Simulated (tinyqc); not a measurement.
Worked calculation: Hueckel theory of the pi electrons, for the molecule C=CC(=C)F (SMILES; centres numbered as the heavy atoms are written). One step of it, computed by the program tinyqc.

Question. Energy, charges, bond orders. E = sum n x; q_r = z_r - P_rr; bond order p = P_rs; free valence = sqrt(3) - sum of p over the bonds of the atom.

x values: [2.899630, 1.479910, 0.582929, -0.639413, -1.663056]

occupations: [2.000000, 2.000000, 2.000000, 0.000000, 0.000000]

charge and bond-order matrix P, order 1C, 2C, 3C, 4C, 5F:
```
[[0.992463, 0.897063, 0.013471, -0.440897, -0.025475],
 [0.897063, 1.005934, 0.437824, 0.013471, -0.058064],
 [0.013471, 0.437824, 0.964128, 0.878721, 0.186257],
 [-0.440897, 0.013471, 0.878721, 1.071493, -0.167828],
 [-0.025475, -0.058064, 0.186257, -0.167828, 1.965982]]
```

Centres:
```
centre  z_r, pi electrons of the neutral centre         h
1C                                            1  0.000000
2C                                            1  0.000000
3C                                            1  0.000000
4C                                            1  0.000000
5F                                            2  2.660000
```

Bonds:
```
i  j         k
1  2         1
2  3         1
3  4         1
3  5  0.720000
```

Give: pi energy = 6 alpha + this times beta; pi charges; Bond orders and lengths from R = 1.517 - 0.180 p; free valence of the carbons; gap between the highest filled and the next level.

Answer.

pi energy = 6 alpha + this times beta = 9.9249

pi charges: [0.0075, -0.0059, 0.0359, -0.0715, 0.0340]

Bond orders and lengths from R = 1.517 - 0.180 p (angstrom, C-C alone):
```
bond       p       R
1-2   0.8971  1.3555
2-3   0.4378  1.4382
3-4   0.8787  1.3588
3-5   0.1863       -
```

free valence of the carbons: [0.8350, 0.3972, 0.2292, 0.8533]

gap between the highest filled and the next level = 1.2223 |beta|
